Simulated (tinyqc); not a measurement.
Ways to converge the cycle: SCF convergence aids in the sto-6g basis, for H2O, spin multiplicity 3. Computed by the program tinyqc with PySCF. Command: `OMP_NUM_THREADS=1 python tinyqc.py 111893 111894 out.jsonl`; one thread of a shared host (Intel(R) Xeon(R) Processor @ 2.60GHz), about 2 s.

Geometry (angstrom):
```
atom       x        y       z
O     0.0000   0.0000  0.0000
H     0.0000   0.8890  0.8070
H     0.0000  -0.8890  0.8070
```

lowest solution found by these runs and by PySCF with stability checks = -75.425234 hartree

UHF with one setting changed at a time; a run stops when the energy changes by less than 1e-09 hartree and the error matrix is below 1e-5. The start is the core Hamiltonian. Damping d keeps d of the old density; a shift (hartree) raises the virtual levels; DIIS n extrapolates F over n matrices.

Largest element of the error matrix X^T (FDS - SDF) X:
```
iteration    plain  damping 0.3  damping 0.6  shift 0.4   DIIS 3   DIIS 8
1          2.1e-01      2.1e-01      2.1e-01    2.1e-01  2.1e-01  2.1e-01
2          4.2e-02      9.3e-02      1.6e-01    1.6e-01  4.2e-02  4.2e-02
3          1.0e-02      4.1e-02      1.1e-01    5.5e-02  8.3e-03  8.3e-03
4          3.1e-03      1.8e-02      6.8e-02    1.7e-02  2.2e-03  2.2e-03
5          1.5e-03      8.5e-03      4.4e-02    7.0e-03  8.4e-04  7.6e-04
6          8.4e-04      4.1e-03      3.0e-02    3.4e-03  3.2e-04  2.5e-04
8          3.0e-04      1.2e-03      1.4e-02    1.4e-03  2.4e-05  4.8e-07
10         1.7e-04      5.7e-04      6.8e-03    7.5e-04  1.3e-06        -
14         6.2e-05      1.9e-04      1.7e-03    2.3e-04        -        -
20         1.4e-05      6.7e-05      4.2e-04    7.6e-05        -        -
30               -      1.2e-05      1.1e-04    1.4e-05        -        -
45               -            -      2.8e-05          -        -        -
```

How each run ends:
```
run          iterations  E (hartree)         state
plain                22   -75.425234  lowest found
damping 0.3          32   -75.425234  lowest found
damping 0.6          57   -75.425234  lowest found
shift 0.4            33   -75.425234  lowest found
DIIS 3               10   -75.425234  lowest found
DIIS 8                9   -75.425234  lowest found
```

6 of 6 runs reach the lowest solution found, in 9 to 57 iterations (fastest: DIIS 8). Plain steps already contract here, so damping only slows them. DIIS 3 and DIIS 8 gain by cancelling the error over several earlier matrices, much as a quasi-Newton step does.
